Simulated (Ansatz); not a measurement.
in.yaml

```yaml
crystal:
  periodic: [false, false, false]
  atoms:
    - {symbol: B, position_ang: [-1.341295, 0.000000, 0.000000]}
    - {symbol: H, position_ang: [-1.938028, 1.033571, 0.000000]}
    - {symbol: H, position_ang: [-1.938028, -1.033571, 0.000000]}
    - {symbol: H, position_ang: [0.028705, 0.000000, 0.000000]}
    - {symbol: C, position_ang: [1.250705, 0.000000, 0.000000]}
    - {symbol: H, position_ang: [1.665173, 0.000000, 0.996161]}
    - {symbol: H, position_ang: [1.665173, 0.000000, -0.996161]}
basis:
  gaussian: {orbitals: cc-pVDZ}
magnetization: {spin_polarized: true, initial_magnetization: 2}
hamiltonian: {xc: {name: B3LYP}}
```

```sh
$ ansatz run in.yaml --threads 1 --pin off --events-out ev --progress --plain --max-ram 2393MiB
```

The program prints:

```
624 factors; their error is unknown
mean field evaluation 1: about -1786.5863 eV, gradient 2.0e1 eV
mean field evaluation 2: about -1786.6969 eV, gradient 2.0e1 eV
mean field evaluation 4: about -1788.9790 eV, gradient 6.7e-1 eV
mean field evaluation 8: about -1788.9676 eV, gradient 9.7e-2 eV
mean field evaluation 16: about -1788.9677 eV, gradient 1.5e-5 eV
mean field -1788.96769970 eV, -65.7433503583 hartree, gradient 1.5e-5 eV, S^2 2.007788; 1 other end points of the search recorded, 0 dependent functions left out
reference -1788.96791404 eV, -65.7433582348 hartree; 9, 7 occupied and 44, 46 virtual orbitals, 624 factors
Total energy: -1788.96791404 eV, -65.7433582348 hartree
```

Ran on 1 thread of Arm Neoverse V1, shared host: 2.1 s wall, 0.18 GiB peak host memory.
